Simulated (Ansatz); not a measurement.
Born–Oppenheimer molecular dynamics of C3H4N2S (10 atoms, charge 0, multiplicity 1). It goes on from the last frame of an earlier run, with new velocities.

Method: RKS CAM-B3LYP/STO-3G (Ansatz).

```yaml
ensemble: NVT, Nosé–Hoover chain
time_step: 0.5 fs
steps_asked: 400
set_temperature: 300 K
thermostat: time constant 1 fs, chain length 1
seed: 277933
```

First frame:

```xyz
10
Properties=species:S:1:pos:R:3
C 0.192 -2.256 1.004
C 0.104 -1.389 0.205
N 0.143 -0.399 -0.740
C 0.508 0.972 -0.313
N 0.963 1.286 0.817
S 0.365 2.150 -1.632
H 0.303 -3.090 1.752
H -0.498 -0.461 -1.537
H 0.981 0.447 1.408
H 0.049 3.205 -0.806
```

How far do the bonds stretch over the last three quarters of this one trajectory? (Pairs bonded in most of those frames.)


```json
{"bond": "C1–C2", "mean (Å)": "1.200", "spread (Å)": "0.016", "shortest": "1.17", "longest": "1.23"}
{"bond": "C1–H7", "mean (Å)": "1.077", "spread (Å)": "0.023", "shortest": "1.01", "longest": "1.14"}
{"bond": "C2–N3", "mean (Å)": "1.387", "spread (Å)": "0.023", "shortest": "1.35", "longest": "1.46"}
{"bond": "N3–C4", "mean (Å)": "1.456", "spread (Å)": "0.037", "shortest": "1.38", "longest": "1.55"}
{"bond": "N3–H8", "mean (Å)": "1.046", "spread (Å)": "0.040", "shortest": "0.97", "longest": "1.12"}
{"bond": "C4–N5", "mean (Å)": "1.307", "spread (Å)": "0.026", "shortest": "1.24", "longest": "1.36"}
{"bond": "C4–S6", "mean (Å)": "1.785", "spread (Å)": "0.022", "shortest": "1.73", "longest": "1.83"}
{"bond": "N5–H9", "mean (Å)": "1.079", "spread (Å)": "0.046", "shortest": "1.00", "longest": "1.19"}
{"bond": "S6–H10", "mean (Å)": "1.356", "spread (Å)": "0.019", "shortest": "1.30", "longest": "1.40"}
```

Mean temperature of the second half: 300 K. The conserved energy stayed within 0.41 meV per atom of its start (net change 0.27 meV per atom), so the integration is sound. A run of 0.2 ps of so small a system gives no equilibrium averages. Limits of this set-up: minimal basis.

Time of the run: 12 min on 1 thread of Intel(R) Xeon(R) 6975P-C (Granite Rapids) (shared host), peak memory 0.12 GiB.
